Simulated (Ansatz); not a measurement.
Input file:

```yaml
crystal:
  periodic: [false, false, false]
  atoms:
    - {symbol: B, position_ang: [0.000000, 0.000000, 1.051329]}
    - {symbol: Al, position_ang: [0.000000, 0.000000, -0.857484]}
    - {symbol: H, position_ang: [0.000000, 0.000000, 2.234417]}
    - {symbol: H, position_ang: [0.000000, 0.000000, -2.428262]}
basis:
  gaussian: {orbitals: 6-31G}
magnetization: {spin_polarized: true, initial_magnetization: 4}
hamiltonian: {xc: {name: B3LYP}}
```

```sh
$ ansatz run in.yaml --threads 1 --pin off --events-out ev --progress --plain --max-ram 2393MiB
```

**Question.** Roughly how long does this take on 1 thread of AMD EPYC 7B13, shared host, and how much host memory?

**Answer.** 0.88 s wall and 0.1 GiB.

```
328 factors; integrals over basis functions are off by at most 2.4e-4 eV
mean field evaluation 1: about -7294.1783 eV, gradient 1.3e1 eV
mean field evaluation 2: about -7289.0219 eV, gradient 2.4e1 eV
mean field evaluation 4: about -7295.8760 eV, gradient 7.2e-1 eV
mean field evaluation 8: about -7295.9246 eV, gradient 4.8e-2 eV
mean field evaluation 16: about -7295.9246 eV, gradient 1.3e-4 eV
mean field -7295.92464310 eV, -268.1202852785 hartree, gradient 8.9e-6 eV, S^2 6.002587; 1 other end points of the search recorded, 0 dependent functions left out
reference -7295.92484891 eV, -268.1202928419 hartree; 12, 8 occupied and 14, 18 virtual orbitals, 328 factors
Total energy: -7295.92484891 eV, -268.1202928419 hartree
```
